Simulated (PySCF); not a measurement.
**H5NF+, an ion with solvent molecules: interaction energy**

Wanted: the interaction energy for `[NH4+]` with `F`.

Programs: PySCF 2.14.0. All values are calculated, for the isolated system unless a continuum is named. Atoms count from 0, parts from 1.

### Step 1. The system as given

7 atoms, charge 1, multiplicity 1; geometry: GFN2-xTB. Parts: 1 = atoms 0–4, `[NH4+]`, charge 1; 2 = atoms 5–6, `F`, charge 0.

### Step 2. Optimising the geometry at PBE0-D3(BJ)/def2-TZVPD

Job settings and geometry (Å):

```
{"job": {"xc": "PBE0", "basis": "def2-TZVPD", "d3": "d3bj", "grid": 3, "kind": "geom", "shake": 0.01}, "charge": 1, "multiplicity": 1, "parts": [{"atoms": "0-4", "charge": 1, "multiplicity": 1}, {"atoms": "5-6", "charge": 0, "multiplicity": 1}]}
N     -0.070814    -0.033253     0.114395
H     -0.716762    -0.661266    -0.389115
H      0.056158     0.820638    -0.476793
H     -0.488417     0.272216     0.995647
H      0.813660    -0.486970     0.290824
F      2.334702    -1.267359     0.613715
H      3.166191    -1.700107     0.785436
```

Started as:

```console
$ OMP_NUM_THREADS=1 python cluster_run.py task.json out
```

This one command runs all jobs of the session in turn.

The program printed:

```text
step   0  E = -157.26787807  max force = 0.023882
step   1  E = -157.26956292  max force = 0.005494
step   2  E = -157.26973102  max force = 0.000643
step   3  E = -157.26981524  max force = 0.001543
step   4  E = -157.26990268  max force = 0.003744
step   5  E = -157.26998497  max force = 0.001210
step   6  E = -157.27000523  max force = 0.000603
step   7  E = -157.27001067  max force = 0.000057
optimisation converged
```

Run time: 56 s. Hardware: 1 thread of Arm Neoverse N1, shared host; peak memory 0.54 GiB.

Along the way:

| step | energy from step 0 (eV) | largest force component (eV/Å) |
| --- | --- | --- |
| 0 | 0.0000 | 1.2281 |
| 1 | -0.0458 | 0.2825 |
| 2 | -0.0504 | 0.0331 |
| 3 | -0.0527 | 0.0793 |
| 4 | -0.0551 | 0.1925 |
| 5 | -0.0573 | 0.0622 |
| 6 | -0.0579 | 0.0310 |
| 7 | -0.0580 | 0.0029 |

Close pairs (by a distance rule), those that changed most:

| bond | before (Å) | after (Å) | change (Å) |
| --- | --- | --- | --- |
| N0–H4 | 1.010 | 1.035 | +0.026 |
| F5–H6 | 0.953 | 0.928 | -0.025 |
| N0–H2 | 1.046 | 1.022 | -0.024 |
| N0–H1 | 1.032 | 1.021 | -0.011 |
| N0–H3 | 1.022 | 1.022 | -0.000 |

The next job starts from the end point, and lists it.

| at the end point | value |
| --- | --- |
| rotational constants (GHz, main isotopes) | 169.1, 6.531, 6.515 |

Contacts at the end point (a selection, picked against the atoms' radii; other short pairs can be missing):

| atoms | distance (Å) | kind (by distance and angle) | angle (°) |
| --- | --- | --- | --- |
| H4···F5 | 1.73 | hydrogen bond | 167 |

Against the parts relaxed at this level the binding energy is -12.63 kcal/mol, without counterpoise.

### Step 3. Coupled-cluster interaction energy: CCSD(T) and MP2, 1.73 Å

Job settings and geometry (Å):

```
{"job": {"kind": "intercc", "basis": "aug-cc-pVDZ", "basis_mid": "aug-cc-pVTZ", "basis_large": "aug-cc-pVQZ"}, "charge": 1, "multiplicity": 1, "parts": [{"atoms": "0-4", "charge": 1, "multiplicity": 1}, {"atoms": "5-6", "charge": 0, "multiplicity": 1}]}
N     -0.044108    -0.029360     0.114300
H     -0.736082    -0.626408    -0.341927
H      0.161370     0.770680    -0.487415
H     -0.419919     0.305955     1.003396
H      0.827199    -0.561795     0.286330
F      2.427064    -1.107743     0.660450
H      2.995927    -1.838817     0.722740
```

With the program's defaults for keys left out, this is: CCSD(T)/aug-cc-pVDZ and MP2/aug-cc-pVTZ, aug-cc-pVQZ counterpoise interaction energy, frozen core, gas phase.

The program printed:

```text
part 1, own basis, geometry of the cluster
final grid: 32480 points
cycle   1  E = -56.5268752408  dE =  2.691e-01  |g| = 3.463e-01  |ddm| = 3.639e+00
cycle   2  E = -56.5584045410  dE = -3.153e-02  |g| = 1.764e-01  |ddm| = 7.652e-01
cycle   3  E = -56.5637174692  dE = -5.313e-03  |g| = 2.489e-02  |ddm| = 2.464e-01
cycle   4  E = -56.5639481768  dE = -2.307e-04  |g| = 4.441e-03  |ddm| = 6.044e-02
cycle   5  E = -56.5639553570  dE = -7.180e-06  |g| = 5.544e-04  |ddm| = 8.831e-03
cycle   6  E = -56.5639555246  dE = -1.677e-07  |g| = 5.748e-05  |ddm| = 9.697e-04
cycle   7  E = -56.5639555260  dE = -1.345e-09  |g| = 4.179e-06  |ddm| = 1.862e-04
cycle   8  E = -56.5639555260  dE = -7.105e-12  |g| = 4.339e-07  |ddm| = 1.089e-05
converged SCF energy = -56.5639555260

part 2, own basis, geometry of the cluster
final grid: 16976 points
cycle   1  E = -100.0326150387  dE = -1.743e-01  |g| = 4.015e-01  |ddm| = 1.968e+00
cycle   2  E = -100.0534610183  dE = -2.085e-02  |g| = 2.383e-01  |ddm| = 6.579e-01
cycle   3  E = -100.0602923273  dE = -6.831e-03  |g| = 2.359e-02  |ddm| = 2.208e-01
cycle   4  E = -100.0604102103  dE = -1.179e-04  |g| = 6.417e-03  |ddm| = 2.945e-02
cycle   5  E = -100.0604270078  dE = -1.680e-05  |g| = 1.555e-03  |ddm| = 1.235e-02
cycle   6  E = -100.0604284490  dE = -1.441e-06  |g| = 2.439e-04  |ddm| = 4.387e-03
cycle   7  E = -100.0604284874  dE = -3.835e-08  |g| = 2.136e-05  |ddm| = 8.399e-04
cycle   8  E = -100.0604284876  dE = -2.219e-10  |g| = 2.394e-06  |ddm| = 4.837e-05
converged SCF energy = -100.0604284876

part 1, own basis, relaxed alone
final grid: 32480 points
cycle   1  E = -56.5272249725  dE =  2.748e-01  |g| = 3.460e-01  |ddm| = 3.644e+00
cycle   2  E = -56.5587247563  dE = -3.150e-02  |g| = 1.757e-01  |ddm| = 7.652e-01
cycle   3  E = -56.5639912023  dE = -5.266e-03  |g| = 2.492e-02  |ddm| = 2.458e-01
cycle   4  E = -56.5642217428  dE = -2.305e-04  |g| = 4.438e-03  |ddm| = 6.040e-02
cycle   5  E = -56.5642289177  dE = -7.175e-06  |g| = 5.537e-04  |ddm| = 8.824e-03
cycle   6  E = -56.5642290848  dE = -1.670e-07  |g| = 5.712e-05  |ddm| = 9.685e-04
cycle   7  E = -56.5642290861  dE = -1.324e-09  |g| = 4.019e-06  |ddm| = 1.856e-04
cycle   8  E = -56.5642290861  dE = -5.798e-12  |g| = 3.192e-07  |ddm| = 1.075e-05
converged SCF energy = -56.5642290861

part 2, own basis, relaxed alone
final grid: 16976 points
cycle   1  E = -100.0334422061  dE = -1.669e-01  |g| = 4.001e-01  |ddm| = 1.981e+00
cycle   2  E = -100.0540949992  dE = -2.065e-02  |g| = 2.355e-01  |ddm| = 6.586e-01
cycle   3  E = -100.0607481868  dE = -6.653e-03  |g| = 2.345e-02  |ddm| = 2.190e-01
cycle   4  E = -100.0608613282  dE = -1.131e-04  |g| = 6.223e-03  |ddm| = 2.906e-02
cycle   5  E = -100.0608768644  dE = -1.554e-05  |g| = 1.504e-03  |ddm| = 1.190e-02
cycle   6  E = -100.0608781930  dE = -1.329e-06  |g| = 2.375e-04  |ddm| = 4.215e-03
cycle   7  E = -100.0608782294  dE = -3.631e-08  |g| = 2.124e-05  |ddm| = 8.269e-04
cycle   8  E = -100.0608782296  dE = -2.226e-10  |g| = 2.369e-06  |ddm| = 4.891e-05
converged SCF energy = -100.0608782296

cluster
final grid: 5248 points
cycle   1  E = -156.6417884404  dE = -7.905e-03  |g| = 3.978e-02  |ddm| = 6.961e-01
cycle   2  E = -156.6423553733  dE = -5.669e-04  |g| = 1.496e-02  |ddm| = 1.073e-01
cycle   3  E = -156.6424247913  dE = -6.942e-05  |g| = 7.138e-03  |ddm| = 3.154e-02
cycle   4  E = -156.6424395504  dE = -1.476e-05  |g| = 1.297e-03  |ddm| = 1.354e-02
cycle   5  E = -156.6424402136  dE = -6.632e-07  |g| = 2.442e-04  |ddm| = 3.236e-03
cycle   6  E = -156.6424402406  dE = -2.707e-08  |g| = 3.783e-05  |ddm| = 8.883e-04
cycle   7  E = -156.6424402411  dE = -5.135e-10  |g| = 1.387e-05  |ddm| = 9.600e-05
converged SCF energy = -156.6424402411

part 1 in the basis of the cluster
final grid: 5248 points
cycle   1  E = -56.5639765031  dE = -2.237e-05  |g| = 8.484e-04  |ddm| = 2.326e-01
cycle   2  E = -56.5639766428  dE = -1.397e-07  |g| = 7.205e-05  |ddm| = 1.935e-02
cycle   3  E = -56.5639766441  dE = -1.282e-09  |g| = 6.329e-06  |ddm| = 2.002e-03
cycle   4  E = -56.5639766441  dE = -7.546e-12  |g| = 2.260e-06  |ddm| = 5.718e-05
converged SCF energy = -56.5639766441

part 2 in the basis of the cluster
final grid: 5248 points
cycle   1  E = -100.0605899950  dE = -1.622e-04  |g| = 2.908e-03  |ddm| = 5.325e-01
cycle   2  E = -100.0605922248  dE = -2.230e-06  |g| = 3.937e-04  |ddm| = 7.009e-02
cycle   3  E = -100.0605922806  dE = -5.585e-08  |g| = 6.741e-05  |ddm| = 1.206e-02
cycle   4  E = -100.0605922816  dE = -9.546e-10  |g| = 3.091e-05  |ddm| = 6.202e-04
converged SCF energy = -100.0605922816

Interaction energy (kcal/mol)
  counterpoise      -12.034
  uncorrected       -12.555
  dispersion part     0.000
  deformation         0.120
  binding           -11.914

Decomposition of the uncorrected value (kcal/mol)
  electrostatic     -14.194
  Pauli               8.232
  orbital            -5.369
  dispersion          0.000
  correlation        -1.223

Charge of each part in the cluster: 0.975 0.025
part 1, own basis, geometry of the cluster
final grid: 32480 points
cycle   1  E = -56.5308342943  dE =  2.683e-01  |g| = 3.457e-01  |ddm| = 3.814e+00
cycle   2  E = -56.5622377979  dE = -3.140e-02  |g| = 1.758e-01  |ddm| = 7.124e-01
cycle   3  E = -56.5675135031  dE = -5.276e-03  |g| = 2.535e-02  |ddm| = 2.448e-01
cycle   4  E = -56.5677467131  dE = -2.332e-04  |g| = 4.469e-03  |ddm| = 6.814e-02
cycle   5  E = -56.5677538731  dE = -7.160e-06  |g| = 5.859e-04  |ddm| = 8.124e-03
cycle   6  E = -56.5677540591  dE = -1.861e-07  |g| = 6.164e-05  |ddm| = 1.234e-03
cycle   7  E = -56.5677540607  dE = -1.593e-09  |g| = 4.897e-06  |ddm| = 1.570e-04
cycle   8  E = -56.5677540607  dE = -8.725e-12  |g| = 4.967e-07  |ddm| = 1.919e-05
converged SCF energy = -56.5677540607

part 2, own basis, geometry of the cluster
final grid: 16976 points
cycle   1  E = -100.0398213769  dE = -1.751e-01  |g| = 4.050e-01  |ddm| = 2.122e+00
cycle   2  E = -100.0608019656  dE = -2.098e-02  |g| = 2.409e-01  |ddm| = 6.035e-01
cycle   3  E = -100.0677306604  dE = -6.929e-03  |g| = 2.402e-02  |ddm| = 2.173e-01
cycle   4  E = -100.0678496365  dE = -1.190e-04  |g| = 6.618e-03  |ddm| = 2.714e-02
cycle   5  E = -100.0678668605  dE = -1.722e-05  |g| = 1.619e-03  |ddm| = 1.137e-02
cycle   6  E = -100.0678683908  dE = -1.530e-06  |g| = 2.690e-04  |ddm| = 3.946e-03
cycle   7  E = -100.0678684375  dE = -4.672e-08  |g| = 2.525e-05  |ddm| = 8.688e-04
cycle   8  E = -100.0678684378  dE = -3.278e-10  |g| = 2.778e-06  |ddm| = 7.843e-05
converged SCF energy = -100.0678684378

part 1, own basis, relaxed alone
final grid: 32480 points
cycle   1  E = -56.5311903546  dE =  2.740e-01  |g| = 3.454e-01  |ddm| = 3.820e+00
cycle   2  E = -56.5625642232  dE = -3.137e-02  |g| = 1.751e-01  |ddm| = 7.125e-01
cycle   3  E = -56.5677937403  dE = -5.230e-03  |g| = 2.538e-02  |ddm| = 2.443e-01
cycle   4  E = -56.5680267832  dE = -2.330e-04  |g| = 4.465e-03  |ddm| = 6.814e-02
cycle   5  E = -56.5680339373  dE = -7.154e-06  |g| = 5.852e-04  |ddm| = 8.119e-03
cycle   6  E = -56.5680341227  dE = -1.854e-07  |g| = 6.127e-05  |ddm| = 1.234e-03
cycle   7  E = -56.5680341243  dE = -1.569e-09  |g| = 4.740e-06  |ddm| = 1.565e-04
cycle   8  E = -56.5680341243  dE = -8.129e-12  |g| = 3.989e-07  |ddm| = 1.911e-05
converged SCF energy = -56.5680341243

part 2, own basis, relaxed alone
final grid: 16976 points
cycle   1  E = -100.0406824393  dE = -1.677e-01  |g| = 4.036e-01  |ddm| = 2.133e+00
cycle   2  E = -100.0614679606  dE = -2.079e-02  |g| = 2.381e-01  |ddm| = 6.033e-01
cycle   3  E = -100.0682171265  dE = -6.749e-03  |g| = 2.387e-02  |ddm| = 2.154e-01
cycle   4  E = -100.0683312764  dE = -1.141e-04  |g| = 6.420e-03  |ddm| = 2.681e-02
cycle   5  E = -100.0683472108  dE = -1.593e-05  |g| = 1.567e-03  |ddm| = 1.095e-02
cycle   6  E = -100.0683486222  dE = -1.411e-06  |g| = 2.618e-04  |ddm| = 3.779e-03
cycle   7  E = -100.0683486663  dE = -4.411e-08  |g| = 2.505e-05  |ddm| = 8.489e-04
cycle   8  E = -100.0683486666  dE = -3.245e-10  |g| = 2.762e-06  |ddm| = 7.838e-05
converged SCF energy = -100.0683486666

cluster
final grid: 5248 points
cycle   1  E = -156.6530820331  dE = -8.097e-03  |g| = 4.042e-02  |ddm| = 1.135e+00
cycle   2  E = -156.6536685390  dE = -5.865e-04  |g| = 1.538e-02  |ddm| = 1.553e-01
cycle   3  E = -156.6537400527  dE = -7.151e-05  |g| = 7.231e-03  |ddm| = 3.819e-02
cycle   4  E = -156.6537551549  dE = -1.510e-05  |g| = 1.381e-03  |ddm| = 1.549e-02
cycle   5  E = -156.6537558543  dE = -6.993e-07  |g| = 2.611e-04  |ddm| = 3.113e-03
cycle   6  E = -156.6537558846  dE = -3.030e-08  |g| = 3.839e-05  |ddm| = 1.177e-03
cycle   7  E = -156.6537558851  dE = -5.364e-10  |g| = 1.406e-05  |ddm| = 1.279e-04
converged SCF energy = -156.6537558851

part 1 in the basis of the cluster
final grid: 5248 points
cycle   1  E = -56.5677587474  dE = -6.328e-06  |g| = 4.371e-04  |ddm| = 3.811e-01
cycle   2  E = -56.5677587831  dE = -3.570e-08  |g| = 3.546e-05  |ddm| = 2.505e-02
cycle   3  E = -56.5677587834  dE = -2.810e-10  |g| = 1.342e-06  |ddm| = 2.053e-03
converged SCF energy = -56.5677587834

part 2 in the basis of the cluster
final grid: 5248 points
cycle   1  E = -100.0679526373  dE = -8.431e-05  |g| = 1.973e-03  |ddm| = 8.872e-01
cycle   2  E = -100.0679535636  dE = -9.263e-07  |g| = 2.400e-04  |ddm| = 9.856e-02
cycle   3  E = -100.0679535828  dE = -1.914e-08  |g| = 2.769e-05  |ddm| = 1.436e-02
cycle   4  E = -100.0679535830  dE = -2.265e-10  |g| = 1.386e-05  |ddm| = 7.686e-04
converged SCF energy = -100.0679535830

Interaction energy (kcal/mol)
  counterpoise      -12.291
  uncorrected       -12.552
  dispersion part     0.000
  deformation         0.161
  binding           -12.130

Decomposition of the uncorrected value (kcal/mol)
  electrostatic     -14.147
  Pauli               8.271
  orbital            -5.504
  dispersion          0.000
  correlation        -1.172

Charge of each part in the cluster: 0.975 0.025
part 1 in the basis of the cluster: E(HF) = -56.547515046  E2 = -0.192531836  E(CCSD corr) = -0.210406874  (T) = -0.004395443
part 2 in the basis of the cluster: E(HF) = -100.033344977  E2 = -0.223572859  E(CCSD corr) = -0.227234495  (T) = -0.004303709
cluster: E(HF) = -156.598473333  E2 = -0.416864114  E(CCSD corr) = -0.438083596  (T) = -0.008925837

Counterpoise interaction energy (kcal/mol)
  hf_small                 -11.053
  mp2_small                -11.529
  ccsd_small               -11.330
  ccsdt_small              -11.472
  hf_large                 -11.322
  mp2_large                -12.291
  hf_middle                -11.214
  mp2_middle               -12.034
  scs_mp2_large            -11.779
  mp2_limit                -12.400
  ccsdt_less_mp2             0.057
  ccsdt_limit_estimate     -12.344
  bsse_mp2_large             0.261
```

It took 99 s on 1 thread of Arm Neoverse N1, shared host; peak memory 0.89 GiB.

Contacts at this geometry (a selection, picked against the atoms' radii; other short pairs can be missing):

| atoms | distance (Å) | kind (by distance and angle) | angle (°) |
| --- | --- | --- | --- |
| H4···F5 | 1.73 | hydrogen bond | 167 |

| method | interaction energy (kcal/mol) | from CCSD(T), limit estimate (kcal/mol) |
| --- | --- | --- |
| HF/aug-cc-pVDZ | -11.05 | +1.29 |
| MP2/aug-cc-pVDZ | -11.53 | +0.81 |
| CCSD/aug-cc-pVDZ | -11.33 | +1.01 |
| CCSD(T)/aug-cc-pVDZ | -11.47 | +0.87 |
| HF/aug-cc-pVQZ | -11.32 | +1.02 |
| MP2/aug-cc-pVQZ | -12.29 | +0.05 |
| SCS-MP2/aug-cc-pVQZ | -11.78 | +0.56 |
| MP2, extrapolated | -12.40 | -0.06 |
| CCSD(T), limit estimate | -12.34 | 0 |

These energies keep the parts at their geometry in the cluster; deforming them to it costs 0.16 kcal/mol (MP2).

### Step 4. Coupled-cluster interaction energy: CCSD(T) and MP2, 1.82 Å

Same as in step 3 but for these lines:

```diff
@@ -6,3 +6,3 @@
 H      0.827199    -0.561795     0.286330
-F      2.427064    -1.107743     0.660450
-H      2.995927    -1.838817     0.722740
+F      2.507057    -1.135040     0.679156
+H      3.075920    -1.866114     0.741446
```

Level: CCSD(T)/aug-cc-pVDZ and MP2/aug-cc-pVTZ, aug-cc-pVQZ counterpoise interaction energy, frozen core, gas phase.

The program printed:

```text
part 1, own basis, geometry of the cluster: E = -56.5639555260 (as before)

part 2, own basis, geometry of the cluster: E = -100.0604284876 (as before)

part 1, own basis, relaxed alone: E = -56.5642290861 (as before)

part 2, own basis, relaxed alone: E = -100.0608782296 (as before)

cluster
final grid: 5248 points
cycle   1  E = -156.6421876380  dE = -6.334e-03  |g| = 3.606e-02  |ddm| = 6.604e-01
cycle   2  E = -156.6426432192  dE = -4.556e-04  |g| = 1.396e-02  |ddm| = 9.723e-02
cycle   3  E = -156.6426996002  dE = -5.638e-05  |g| = 6.496e-03  |ddm| = 2.786e-02
cycle   4  E = -156.6427123553  dE = -1.276e-05  |g| = 1.145e-03  |ddm| = 1.273e-02
cycle   5  E = -156.6427129012  dE = -5.458e-07  |g| = 2.183e-04  |ddm| = 2.959e-03
cycle   6  E = -156.6427129233  dE = -2.211e-08  |g| = 3.378e-05  |ddm| = 7.992e-04
cycle   7  E = -156.6427129237  dE = -4.159e-10  |g| = 1.238e-05  |ddm| = 8.588e-05
converged SCF energy = -156.6427129237

part 1 in the basis of the cluster
final grid: 5248 points
cycle   1  E = -56.5639731892  dE = -1.879e-05  |g| = 7.707e-04  |ddm| = 2.156e-01
cycle   2  E = -56.5639733125  dE = -1.233e-07  |g| = 6.734e-05  |ddm| = 1.854e-02
cycle   3  E = -56.5639733137  dE = -1.187e-09  |g| = 5.691e-06  |ddm| = 2.002e-03
cycle   4  E = -56.5639733137  dE = -5.514e-12  |g| = 2.112e-06  |ddm| = 5.949e-05
converged SCF energy = -56.5639733137

part 2 in the basis of the cluster
final grid: 5248 points
cycle   1  E = -100.0605741294  dE = -1.463e-04  |g| = 2.769e-03  |ddm| = 5.290e-01
cycle   2  E = -100.0605761966  dE = -2.067e-06  |g| = 3.786e-04  |ddm| = 6.715e-02
cycle   3  E = -100.0605762484  dE = -5.179e-08  |g| = 6.229e-05  |ddm| = 1.141e-02
cycle   4  E = -100.0605762493  dE = -8.445e-10  |g| = 2.917e-05  |ddm| = 5.659e-04
converged SCF energy = -100.0605762493

Interaction energy (kcal/mol)
  counterpoise      -12.004
  uncorrected       -12.471
  dispersion part     0.000
  deformation         0.120
  binding           -11.884

Decomposition of the uncorrected value (kcal/mol)
  electrostatic     -12.961
  Pauli               5.763
  orbital            -4.304
  dispersion          0.000
  correlation        -0.968

Charge of each part in the cluster: 0.979 0.021
part 1, own basis, geometry of the cluster: E = -56.5677540607 (as before)

part 2, own basis, geometry of the cluster: E = -100.0678684378 (as before)

part 1, own basis, relaxed alone: E = -56.5680341243 (as before)

part 2, own basis, relaxed alone: E = -100.0683486666 (as before)

cluster
final grid: 5248 points
cycle   1  E = -156.6534769076  dE = -6.490e-03  |g| = 3.666e-02  |ddm| = 1.150e+00
cycle   2  E = -156.6539488496  dE = -4.719e-04  |g| = 1.434e-02  |ddm| = 1.534e-01
cycle   3  E = -156.6540069728  dE = -5.812e-05  |g| = 6.599e-03  |ddm| = 3.460e-02
cycle   4  E = -156.6540200467  dE = -1.307e-05  |g| = 1.218e-03  |ddm| = 1.473e-02
cycle   5  E = -156.6540206231  dE = -5.765e-07  |g| = 2.336e-04  |ddm| = 2.893e-03
cycle   6  E = -156.6540206480  dE = -2.484e-08  |g| = 3.407e-05  |ddm| = 1.173e-03
cycle   7  E = -156.6540206484  dE = -4.338e-10  |g| = 1.240e-05  |ddm| = 1.121e-04
converged SCF energy = -156.6540206484

part 1 in the basis of the cluster
final grid: 5248 points
cycle   1  E = -56.5677583731  dE = -5.725e-06  |g| = 4.168e-04  |ddm| = 3.467e-01
cycle   2  E = -56.5677584059  dE = -3.278e-08  |g| = 3.389e-05  |ddm| = 2.327e-02
cycle   3  E = -56.5677584062  dE = -2.613e-10  |g| = 1.321e-06  |ddm| = 1.979e-03
converged SCF energy = -56.5677584062

part 2 in the basis of the cluster
final grid: 5248 points
cycle   1  E = -100.0679460888  dE = -7.773e-05  |g| = 1.896e-03  |ddm| = 9.337e-01
cycle   2  E = -100.0679469512  dE = -8.624e-07  |g| = 2.309e-04  |ddm| = 1.046e-01
cycle   3  E = -100.0679469691  dE = -1.789e-08  |g| = 2.715e-05  |ddm| = 1.515e-02
cycle   4  E = -100.0679469693  dE = -2.143e-10  |g| = 1.372e-05  |ddm| = 7.678e-04
converged SCF energy = -100.0679469693

Interaction energy (kcal/mol)
  counterpoise      -12.223
  uncorrected       -12.449
  dispersion part     0.000
  deformation         0.161
  binding           -12.062

Decomposition of the uncorrected value (kcal/mol)
  electrostatic     -12.923
  Pauli               5.791
  orbital            -4.414
  dispersion          0.000
  correlation        -0.903

Charge of each part in the cluster: 0.979 0.021
part 1 in the basis of the cluster: E(HF) = -56.547501368  E2 = -0.192499042  E(CCSD corr) = -0.210377928  (T) = -0.004392363
part 2 in the basis of the cluster: E(HF) = -100.033294024  E2 = -0.223485893  E(CCSD corr) = -0.227143610  (T) = -0.004289610
cluster: E(HF) = -156.598791128  E2 = -0.416501264  E(CCSD corr) = -0.437796371  (T) = -0.008861965

Counterpoise interaction energy (kcal/mol)
  hf_small                 -11.293
  mp2_small                -11.617
  ccsd_small               -11.465
  ccsdt_small              -11.578
  hf_large                 -11.493
  mp2_large                -12.223
  hf_middle                -11.398
  mp2_middle               -12.004
  scs_mp2_large            -11.797
  mp2_limit                -12.313
  ccsdt_less_mp2             0.039
  ccsdt_limit_estimate     -12.275
  bsse_mp2_large             0.226
```

Wall time 90 s (1 thread of Arm Neoverse N1, shared host); peak memory 0.94 GiB.

Contacts at this geometry (a selection, picked against the atoms' radii; other short pairs can be missing):

| atoms | distance (Å) | kind (by distance and angle) | angle (°) |
| --- | --- | --- | --- |
| H4···F5 | 1.82 | hydrogen bond | 167 |

Differences are taken before rounding.

| method | interaction energy (kcal/mol) | from CCSD(T), limit estimate (kcal/mol) |
| --- | --- | --- |
| HF/aug-cc-pVDZ | -11.29 | +0.98 |
| MP2/aug-cc-pVDZ | -11.62 | +0.66 |
| CCSD/aug-cc-pVDZ | -11.46 | +0.81 |
| CCSD(T)/aug-cc-pVDZ | -11.58 | +0.70 |
| HF/aug-cc-pVQZ | -11.49 | +0.78 |
| MP2/aug-cc-pVQZ | -12.22 | +0.05 |
| SCS-MP2/aug-cc-pVQZ | -11.80 | +0.48 |
| MP2, extrapolated | -12.31 | -0.04 |
| CCSD(T), limit estimate | -12.27 | 0 |

These energies keep the parts at their geometry in the cluster; deforming them to it costs 0.16 kcal/mol (MP2).

(Part 1 of 3 ends here.)
